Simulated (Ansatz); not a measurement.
This geometry of C$_{3}$H$_{5}$Cl (9 atoms, charge 0, multiplicity 1) is a first-order saddle point.

Computed with Ansatz, RKS BLYP-D4/def2-SVP.

```xyz
9
Properties=species:S:1:pos:R:3
C -0.121 1.413 -0.354
C 0.171 0.111 -0.519
C -0.021 -0.936 0.562
Cl 0.466 -2.603 0.003
H 0.034 2.138 -1.166
H -0.524 1.805 0.594
H 0.573 -0.253 -1.478
H -1.079 -1.007 0.881
H 0.590 -0.714 1.460
```

(1) Which two structures does it join? (They come from a converged band through this point; their orientation in space is the band's.)

(2) How far does it lie above each of them?

Results:

(1) No bond is made or broken. The dihedral C1–C2–C3–H8 goes from -2 to 125°. The two ends are copies of one structure, up to a mirror image or an exchange of like atoms.

First end point:

```xyz
9
Properties=species:S:1:pos:R:3
C -0.296 1.329 -0.462
C 0.388 0.173 -0.384
C 0.098 -0.903 0.617
Cl -0.410 -2.465 -0.229
H -0.040 2.101 -1.203
H -1.138 1.547 0.215
H 1.219 -0.029 -1.082
H -0.725 -0.626 1.301
H 0.992 -1.174 1.210
```

Last end point:

```xyz
9
Properties=species:S:1:pos:R:3
C 0.094 1.401 -0.325
C -0.087 0.087 -0.552
C -0.148 -0.947 0.530
Cl 1.220 -2.174 0.343
H 0.113 2.130 -1.149
H 0.224 1.796 0.696
H -0.203 -0.288 -1.583
H -1.078 -1.545 0.484
H -0.046 -0.506 1.538
```

(2) 3.1 kcal/mol above the first and 3.1 kcal/mol above the second. This is the barrier of this one path; another mechanism may lie lower.

Run time: 2.6 min on 1 thread of Intel(R) Xeon(R) Platinum 8259CL CPU @ 2.50GHz (Skylake/Cascade Lake) (shared host), peak memory 0.13 GiB.
